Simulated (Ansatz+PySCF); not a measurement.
Values are calculated unless marked as measured or tabulated.
Input for Ansatz (development build ahead of 0.2.0):

```yaml
crystal:
  periodic: [false, false, false]
  atoms:
    - { symbol: C, position_ang: [0.0, 0.0, 0.0] }
    - { symbol: H, position_ang: [1.09034, 0.0, 0.0] }
    - { symbol: H, position_ang: [-0.54517, 0.94427, 0.0] }
    - { symbol: H, position_ang: [-0.54517, -0.94427, 0.0] }
    - { symbol: C, position_ang: [10.0, 0.0, 0.0] }
    - { symbol: H, position_ang: [11.09034, 0.0, 0.0] }
    - { symbol: H, position_ang: [9.45483, 0.94427, 0.0] }
    - { symbol: H, position_ang: [9.45483, -0.94427, 0.0] }
basis:
  gaussian: { orbitals: cc-pVDZ }
magnetization:
  spin_polarized: true
hamiltonian:
  xc: hf
correlation:
  method: mp2
  frozen_orbitals: { C: 1, H: 0 }
```

The input is written out in the form of the current development build from the run's settings.

Results

| Item | Value |
| --- | --- |
| Converged | yes |
| Reference energy | -79.12728 hartree |
| Correlation energy | -0.25400 hartree |
| Total energy | -79.38128 hartree |
| Spin squared of the determinant | 1.024 |
| Stability test | minimum |
| Occupied orbitals by symmetry in an Abelian subgroup (alpha; beta) | 6 A1 1 B1 2 B2; 6 A1 1 B1 2 B2 |

Caution: bonds are stretched, where a single reference can fail; the unrestricted determinant is a mixture of spin states.
